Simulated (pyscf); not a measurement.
Structures and frequencies: ωB97X-D3(BJ)/def2-SVP in PySCF.

### Question
For the elementary gas-phase step H₂O + H₂N–Al(OH)–F → HO–Al(OH)–F + NH₃ (singlet surface; H–O, Al–N broken, Al–O, H–N formed), what barrier and reaction energy does ωB97M-D3(BJ)/def2-TZVP give, measured from the separated reactants?

### Answer
ΔE‡ = -18.3 kcal/mol, ΔE = -10.6 kcal/mol. Zero-point energy shifts the barrier by +0.7 kcal/mol. It is a four-centre exchange, with an imaginary mode of 878i cm⁻¹. On the reactant side the descent ends in an adduct with a Al–O contact, 22.9 kcal/mol under the separated species and 3.5 kcal/mol under the saddle at ωB97X-D3(BJ)/def2-TZVP. On the product side the descent ends in an adduct with a Al–N contact, 35.9 kcal/mol under the separated species and 26.7 kcal/mol under the saddle at ωB97X-D3(BJ)/def2-TZVP. At ωB97M-D3(BJ) the saddle lies under the separated reactants, which points to a path from their complex (located at ωB97X-D3(BJ) alone). At ωB97M-D3(BJ) the saddle lies under the separated products, which points to a path from their complex (located at ωB97X-D3(BJ) alone). What is counted as formed (Al–O) is already present as a longer contact in the reactant adduct; forming that adduct is a step of its own. What is counted as broken (Al–N) persists as a longer contact in the product adduct; parting that adduct is a step of its own. This is the saddle that the search found; another between the same sides may lie lower.
